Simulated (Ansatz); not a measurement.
A first, cheap relaxation of C2H5NO, SMILES `N=CCO`.

```yaml
crystal:
  periodic: [false, false, false]
  atoms:
    - {symbol: N, position_ang: [-0.873400, 0.462100, -1.051100]}
    - {symbol: C, position_ang: [-0.493100, 0.505900, 0.156000]}
    - {symbol: C, position_ang: [0.597500, -0.417200, 0.561900]}
    - {symbol: O, position_ang: [1.141000, -1.197000, -0.519800]}
    - {symbol: H, position_ang: [-1.676500, 1.188900, -1.180800]}
    - {symbol: H, position_ang: [-0.916100, 1.192900, 0.921400]}
    - {symbol: H, position_ang: [1.491800, 0.181300, 0.954600]}
    - {symbol: H, position_ang: [0.309100, -1.053600, 1.369400]}
    - {symbol: H, position_ang: [0.508300, -0.909800, -1.228800]}
basis:
  gaussian: {orbitals: def2-SVP}
hamiltonian: {xc: pbe, dispersion: d4}
relax: {f_tol: 0.03, max_steps: 200}
```

```sh
$ ansatz run in.yaml --threads 2 --pin off --events-out ev --progress --plain --max-ram 4352MiB
```

Shortened log:

```
Functional definition: PBE
mean field -5680.47413343 eV, -208.7535740399 hartree, gradient 7.0e-5 eV, S^2 0.000000; 0 other end points of the search recorded, 0 dependent functions left out
relax step   1: F+E_penalty+E_count = -5680.60170011 eV  Δ(F+E_penalty+E_count) = +0.000e0 eV  max|allowed force component| = 2.890e0 eV/Å  Δτ_max = 0.0000 Å  (27 SCF iters, accepted)
mean field -5680.67673272 eV, -208.7610194263 hartree, gradient 6.9e-6 eV, S^2 0.000000; 0 other end points of the search recorded, 0 dependent functions left out
relax step   2: F+E_penalty+E_count = -5680.80471377 eV  Δ(F+E_penalty+E_count) = -2.030e-1 eV  max|allowed force component| = 1.055e0 eV/Å  Δτ_max = 0.0546 Å  (31 SCF iters, accepted)
mean field -5680.71224063 eV, -208.7623243181 hartree, gradient 1.6e-5 eV, S^2 0.000000; 0 other end points of the search recorded, 0 dependent functions left out
relax step   3: F+E_penalty+E_count = -5680.84043625 eV  Δ(F+E_penalty+E_count) = -3.572e-2 eV  max|allowed force component| = 3.622e-1 eV/Å  Δτ_max = 0.0471 Å  (31 SCF iters, accepted)
mean field -5680.71775542 eV, -208.7625269829 hartree, gradient 2.4e-5 eV, S^2 0.000000; 0 other end points of the search recorded, 0 dependent functions left out
relax step   4: F+E_penalty+E_count = -5680.84599959 eV  Δ(F+E_penalty+E_count) = -5.563e-3 eV  max|allowed force component| = 1.921e-1 eV/Å  Δτ_max = 0.0336 Å  (29 SCF iters, accepted)
mean field -5680.71993293 eV, -208.7626070048 hartree, gradient 2.3e-5 eV, S^2 0.000000; 0 other end points of the search recorded, 0 dependent functions left out
relax step   5: F+E_penalty+E_count = -5680.84817958 eV  Δ(F+E_penalty+E_count) = -2.180e-3 eV  max|allowed force component| = 8.533e-2 eV/Å  Δτ_max = 0.0102 Å  (31 SCF iters, accepted)
mean field -5680.72011936 eV, -208.7626138559 hartree, gradient 2.3e-5 eV, S^2 0.000000; 0 other end points of the search recorded, 0 dependent functions left out
relax step   6: F+E_penalty+E_count = -5680.84836196 eV  Δ(F+E_penalty+E_count) = -1.824e-4 eV  max|allowed force component| = 3.832e-2 eV/Å  Δτ_max = 0.0111 Å  (31 SCF iters, accepted)
mean field -5680.72025214 eV, -208.7626187356 hartree, gradient 2.3e-5 eV, S^2 0.000000; 0 other end points of the search recorded, 0 dependent functions left out
relax step   7: F+E_penalty+E_count = -5680.84851429 eV  Δ(F+E_penalty+E_count) = -1.523e-4 eV  max|allowed force component| = 9.214e-3 eV/Å  Δτ_max = 0.0038 Å  (31 SCF iters, accepted)
mean field -5680.72025214 eV, -208.7626187356 hartree, gradient 2.8e-5 eV, S^2 0.000000; 1 other end points of the search recorded, 0 dependent functions left out
Total energy: -5680.84854184 eV, -208.7673332950 hartree
Atom 0 at    -0.875536     0.473036    -1.046954 Å, force     0.004441    -0.002048     0.006567 eV/Å
Atom 1 at    -0.475586     0.508677     0.168174 Å, force     0.004375    -0.007348    -0.009214 eV/Å
Atom 2 at     0.648901    -0.419523     0.548048 Å, force    -0.004532     0.003747    -0.002791 eV/Å
Atom 3 at     1.074240    -1.185728    -0.532260 Å, force     0.001244     0.001577     0.007800 eV/Å
Atom 4 at    -1.645428     1.133752    -1.232832 Å, force     0.001361    -0.001421    -0.000337 eV/Å
Atom 5 at    -0.891773     1.169359     0.963796 Å, force    -0.001829     0.001951     0.000232 eV/Å
Atom 6 at     1.474352     0.207092     0.979207 Å, force     0.004018     0.000576     0.000771 eV/Å
Atom 7 at     0.292791    -1.050091     1.405622 Å, force    -0.000060    -0.003676     0.002091 eV/Å
Atom 8 at     0.486638    -0.883075    -1.270000 Å, force    -0.009018     0.006641    -0.005120 eV/Å
Dipole moment:    -0.368606     0.439931     0.275460 e Å
```

Hardware: 2 threads of an Arm Neoverse V1 on a shared host. Wall time 10 s, peak host memory 0.12 GiB.
